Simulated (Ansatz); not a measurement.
We consider rock-salt HfN, described by r²SCANh (PAW; Ansatz, a first-principles code).

Input file:

Ansatz 0.2 input:
```yaml
crystal:
  lattice:
    - [0.0, 2.2788032835, 2.2788032835]
    - [2.2788032835, 0.0, 2.2788032835]
    - [2.2788032835, 2.2788032835, 0.0]
  atoms:
    - { symbol: Hf, position: [0.0, 0.0, 0.0] }
    - { symbol: N, position: [0.5, 0.5, 0.5] }
basis:
  ecutwfc: 520
  ecutrho_ratio: 4
  xc_grid: 3
kpoints:
  mp_grid: { grid: [10, 10, 10] }
hamiltonian:
  xc: r2scanh
  dispersion: none
  pseudopotentials: { kind: paw }
scf:
  occupations: { method: fermi_dirac, width: 0.05 }
  convergence: { dr2_threshold: 0.0000000002 }
output:
  forces: true
  stress: true
  eigenvalues: true
```

Question: How many irreducible k-points, plane waves at Γ does the program set up, and what pressure does the run end with?

Answer: 47 irreducible k-points, 609 plane waves at Γ; P = -6.77 GPa, so the cell is stretched on average and its volume would shrink at this level.

From the output:

```
WARN output.stress: scf.exx.energy_threshold = 1e-6 eV is looser than the 2e-8 eV advised for a stress under a hybrid functional (1e-8 eV for each atom of the …
Crystal: 2 atoms, lattice volume = 23.667 Å³
Basis set: ecut = 520 eV, 609 PW (Γ), exchange–correlation on 72×72×72 points (27 copies of the dense FFT grid, shifted against one another)
Bands: 20, of which v1, the nominal top of the filled ones, is band 16 counted from 1 (15 counted from 0)
Symmetry: 48 space group operations
Space group: Fm-3m (ITA 225), of the structure as read, at distance tolerance 2.9e-5 Å
k-points: 47 of 1000
Functional: x = r2scan, c = r2scan; τ floored in thin density (d = 2e-4 eV/Å³), warm-up for x = 0.9 r2scan + 0.1 exact, c = r2scan; τ floored in thin density (d = 2e-4 eV/Å³)
SCF iter   1: F=—  HF=-16121.573765 eV  |F-HF|=—  |Δ(HF+E_count)|=         —  Δρ=1.15e-2  dr2=2.80e-2  dr2_τ=1.32e-1
SCF iter   2: F=—  HF=-16121.623888 eV  |F-HF|=—  |Δ(HF+E_count)|=   5.01e-2  Δρ=7.45e-3  dr2=1.52e-2  dr2_τ=9.01e-4
  ...
SCF 1 converged in 10 iterations: F = -16121.622236 eV  dr2 = 9.00e-11
Crystal: 2 atoms, lattice volume = 23.667 Å³
Initial density: handed on by an earlier stage of this run
Functional: x = 0.9 r2scan + 0.1 exact, c = r2scan; τ floored in thin density (d = 2e-4 eV/Å³)
Crystal: 2 atoms, lattice volume = 23.667 Å³
SCF iter   5: F=—  HF=-16119.689812 eV  |F-HF|=—  |Δ(HF+E_count)|=   1.34e-9  Δρ=2.18e-6  dr2=1.05e-9  dr2_τ=7.91e-11
SCF iter   6: F=-16119.689812 eV  HF=-16119.689812 eV  |F-HF|=6.18e-11  |Δ(HF+E_count)|=  6.46e-10  Δρ=8.68e-7  dr2=1.36e-10  dr2_τ=1.54e-11
SCF 3 converged in 6 iterations: F = -16119.689812 eV  dr2 = 1.36e-10
Free energy (F): -16119.689812 eV
Internal energy: -16119.684713 eV  (E = F + TS)
E sigma→0 (E₀):  -16119.687262 eV
Fermi energy:    23.523690 eV
--- Forces (eV/Å), atoms counted from 1 ---
  atom   1  Hf     0.00000000    -0.00000000    -0.00000000
  atom   2  N      0.00000000    -0.00000000    -0.00000000
--- Stress (GPa, compression-positive) ---
       -6.769625       0.000000       0.000000
        0.000000      -6.769625       0.000000
        0.000000       0.000000      -6.769625
  P = ⅓ Tr σ = -6.7696 GPa (-67.696 kbar)
```

The cell is one volume of an energy–volume scan, off the minimum.

The PAW data were made under PBE.

Note: the run warned that the count of filled bands differs between k points.

Computing time: around 100 core-seconds (rough).
